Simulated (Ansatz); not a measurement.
How far each method lies from UCCSDT(Q) for CH$_{3}$O, doublet

Geometry: MP2(full)/6-31G*, from the G2/97 set.

```csv
atom,x (Å),y (Å),z (Å)
C,-0.0048,-0.6782,0.0000
O,-0.0048,0.7078,0.0000
H,1.0592,-0.9605,0.0000
H,-0.4635,-1.0961,0.9033
H,-0.4635,-1.0961,-0.9033
```

Basis cc-pVTZ; Ansatz 0.2.0. Correlated methods freeze the noble-gas cores, which leaves 13 electrons in 100 orbitals. Prefix R: restricted or restricted open-shell reference; prefix U: unrestricted. Active spaces: valence = (13e, 11o) chosen from the atoms' valence shells.

Full CI isn't at hand for all of this; UCCSDT(Q) serves as the reference, and is uncertain by about the last step of the cluster series. The frozen core follows each run's orbitals, which can shift R against U totals by a few meV.

For open shells CISD is restricted-active-space CI with the open shells as a complete middle space.

```
UHF ⟨S²⟩                          : 0.759
T1 diagnostic (RCCSD)             : 0.0207
largest doubles amplitude (RCCSD) : 0.029
T1 diagnostic (UCCSD)             : 0.0172
```

Task: From what is known of these methods and the diagnostics, rank them by the size of their error in total energy against UCCSDT(Q) in cc-pVTZ, smallest first (an estimate: the text doesn't fix the numbers).
A. RCCSDT(Q)
B. RHF
C. BCCD(T)
D. MRCISD+Q (valence space)
E. RMP2

Result: A (0.2 kJ/mol), C (2.9 kJ/mol), D (12.9 kJ/mol), E (108.1 kJ/mol), B (1090.4 kJ/mol).

All errors are against UCCSDT(Q) in cc-pVTZ. Within each family the higher level lies nearer, as is usual though not guaranteed.

Natural occupations of CASSCF (valence space) about the gap: 1.984 1.978 1.975 1.972 1.002 0.029 0.023 0.023 0.019; effectively unpaired electrons, Σ n²(2−n)², 1.02.

Atomization energy (electronic, same basis, no zero-point term; atoms at the same level, unrestricted beside the R rows where the molecule is a closed shell, with restricted open-shell steps beyond CCSDT(Q)) at UCCSDT(Q): 1630.2 kJ/mol. Errors of other levels:

```json
{"level": "RHF", "error (kJ/mol)": "-399.3"}
{"level": "UHF", "error (kJ/mol)": "-413.5"}
{"level": "RMP2", "error (kJ/mol)": "2.4"}
{"level": "UMP2", "error (kJ/mol)": "1.5"}
{"level": "CISD", "error (kJ/mol)": "-93.8"}
{"level": "RCCSD", "error (kJ/mol)": "-20.6"}
{"level": "UCCSD", "error (kJ/mol)": "-21.2"}
{"level": "RCCSD(T)", "error (kJ/mol)": "-0.5"}
{"level": "UCCSD(T)", "error (kJ/mol)": "-0.9"}
{"level": "BCCD(T)", "error (kJ/mol)": "-0.2"}
{"level": "RCCSDT", "error (kJ/mol)": "-0.7"}
{"level": "UCCSDT", "error (kJ/mol)": "-1.0"}
{"level": "RCCSDT(Q)", "error (kJ/mol)": "0.2"}
{"level": "CASSCF (valence space)", "error (kJ/mol)": "-197.2"}
{"level": "NEVPT2 (valence space)", "error (kJ/mol)": "-23.7"}
{"level": "MRCISD (valence space)", "error (kJ/mol)": "-44.6"}
{"level": "MRCISD+Q (valence space)", "error (kJ/mol)": "-13.0"}
```

This basis is far from its limit, so the value isn't to be set against a measured one. Truncated CI isn't size-consistent, which counts against it in atomization.
